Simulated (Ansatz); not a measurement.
## How basis sets differ on AlNH3O (SMILES [NH2][Al][OH])

The species is AlNH3O (6 atoms), meant as a doublet with charge 0. As SMILES, `[NH2][Al][OH]`. Geometry: relaxed at PBE0-D4/def2-TZVP. This is one conformer, not always the lowest.

Each level gives the vertical energy of the quartet above the doublet (eV). The values are calculated.

```
                                  level                    kind  program  value (eV)  CPU time (all runs)
                        ULC-wPBE/STO-3G  range-separated hybrid   Ansatz        7.61                  3 s
                         ULC-wPBE/3-21G  range-separated hybrid   Ansatz        5.33                3.2 s
                         ULC-wPBE/6-31G  range-separated hybrid   Ansatz        5.43                3.9 s
  ULC-wPBE/6-31G* (Cartesian functions)  range-separated hybrid   Ansatz        5.50                5.5 s
ULC-wPBE/6-31+G** (Cartesian functions)  range-separated hybrid   Ansatz        5.50                  7 s
ULC-wPBE/6-311G** (Cartesian d past Ne)  range-separated hybrid   Ansatz        5.54                6.4 s
```

The values span 5.33 to 7.61 eV. Without the sets that lack polarisation functions the rows with a basis span only 5.50 to 5.54 eV. CPU times are rough (shared hosts, several kinds of processor): they show what a rung costs within a factor of a few.
